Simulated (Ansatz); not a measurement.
# CHAlO+ (doublet): from Hartree-Fock to the top rungs, cc-pVDZ

Aim: climb from Hartree-Fock through coupled cluster and multireference methods for CHAlO+ (doublet) at one geometry and basis, and see what each rung misses.

The runs use Ansatz 0.2.0, Gaussian basis; cc-pVDZ, core rule «outside noble gas», up to 7 orbitals frozen.

To be run: UHF; CCSD(T) on ROHF; CCSD(T) on UHF; BCCD(T) on ROHF; CISD as a restricted active space (open shells left free, so some higher excitations enter); CCSDT(Q) on ROHF; CCSDT(Q) on UHF; CASSCF and MRCISD+Q, 9 electrons in 9 orbitals; CASSCF and NEVPT2, 9 electrons in 9 orbitals.

24 further runs of the same task are left out: 5 that didn't finish, 19 set aside as unsound or not needed. Runs told in other sessions of the task aren't counted.

## (1) What is computed

The geometry is a PBE0/def2-TZVP stationary point (not a proven minimum) of the parent state, kept for this charge and spin.

4 atoms, charge 1, spin multiplicity 2.

Atoms are counted from 1 here; the program's logs count them from 0.

Bond lengths: Al1–C2 1.933 Å, C2–O3 1.306 Å, O3–H4 0.968 Å. Angles: Al1–C2–O3 167.9°, C2–O3–H4 112.4°.

## (2) UHF

in.yaml reads:

```yaml
crystal:
  periodic: [false, false, false]
  atoms:
    - {symbol: Al, position_ang: [0.000001, -0.162615, 2.220099]}
    - {symbol: C, position_ang: [-0.000032, -0.075678, 0.288964]}
    - {symbol: O, position_ang: [0.000003, -0.291771, -0.998684]}
    - {symbol: H, position_ang: [0.000028, 0.530064, -1.510380]}
basis:
  gaussian: {orbitals: cc-pVDZ}
total_charge: 1
magnetization: {spin_polarized: true, initial_magnetization: 1}
hamiltonian: {xc: hf}
output: {orbitals: {seedname: orbitals}}
```

Launch:

```
$ ansatz run in.yaml --threads 1 --pin off --events-out ev --progress --plain --max-ram 2393MiB
```

After this run come: CCSD(T) on ROHF; CCSD(T) on UHF; BCCD(T) on ROHF; CISD as a restricted active space (open shells left free, so some higher excitations enter); CCSDT(Q) on ROHF; CCSDT(Q) on UHF; CASSCF and MRCISD+Q, 9 electrons in 9 orbitals; CASSCF and NEVPT2, 9 electrons in 9 orbitals.

**Question.** What will the summary of the whole plan be? Wanted: UCCSDT(Q) from the RHF energy; RMP2 from UCCSDT(Q); UMP2 from UCCSDT(Q); RCCSD from UCCSDT(Q); RCCSD(T) from UCCSDT(Q); UCCSD(T) from UCCSDT(Q); RCCSDT(Q) from UCCSDT(Q); MRCISD+Q frontier from UCCSDT(Q); T1 diagnostic.

**Answer**, as computed:

| quantity | value |
| --- | --- |
| UCCSDT(Q) from the ROHF energy | -9.9641 eV |
| RMP2 from UCCSDT(Q) | +1246.1 meV |
| UMP2 from UCCSDT(Q) | +1412.3 meV |
| RCCSD from UCCSDT(Q) | +387.0 meV |
| RCCSD(T) from UCCSDT(Q) | +62.5 meV |
| UCCSD(T) from UCCSDT(Q) | +67.9 meV |
| RCCSDT(Q) from UCCSDT(Q) | +7.8 meV |
| MRCISD+Q frontier from UCCSDT(Q) | +86.2 meV |
| levels within 1 kcal/mol (43 meV) | RCCSDT, UCCSDT, RCCSDT(Q) |
| T1 diagnostic | 0.031 |

In words: RCCSD(T) misses by +62.5 meV, 0.6 % of the correlation energy. These misses are within one basis, not against nature; the frozen cores of restricted and unrestricted runs differ, which can shift their rows.

With open shells the CI space here admits some higher excitations, so it is larger than plain CISD.
